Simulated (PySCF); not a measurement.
Stepwise substitution at one centre (C Cl-H). All species are isolated molecules in the gas phase. Strings in code marks are SMILES. All members: neutral, multiplicity 1. Level: B3LYP-D3(BJ)/def2-TZVP // PBE0-D4/def2-TZVP (PySCF). B3LYP has the VWN-RPA correlation part, as in Gaussian. Delta-SCF ions had no search for a lower state.  The removal energy is E(N − 1 electrons) − E(N electrons) at the parent's geometry; ε(HOMO) is measured against the vacuum level.

| species | −ε(HOMO) (eV) | vertical ionisation energy (Delta-SCF) (eV) |
|---|---|---|
| `CCl` | 8.15 | 11.25 |
| `ClCCl` | 8.42 | 11.01 |
| `ClC(Cl)Cl` | 8.56 | withheld |
| `ClC(Cl)(Cl)Cl` | 8.76 | 11.00 |
| `C` | 10.76 | 14.16 |

### Question
Fit vertical ionisation energy (Delta-SCF) = a + b·x to the 4 complete rows by least squares, with x = −ε(HOMO) in eV. Give a, b and the rms residual, and predict the withheld value.

### Answer
Means of the 4 rows: x̄ = 9.0225, ȳ = 11.855 eV. Σ(x − x̄)² = 4.2121 and Σ(x − x̄)(y − ȳ) = 5.2664, so b = 1.250 and a = ȳ − b·x̄ = 0.577 eV. The rms residual is 0.367 eV. At x = 8.56 the line gives 11.28 eV. The run for `ClC(Cl)Cl` gave 10.98 eV, so the line is off by 0.30 eV, within twice the rms residual.

Codes: PySCF.
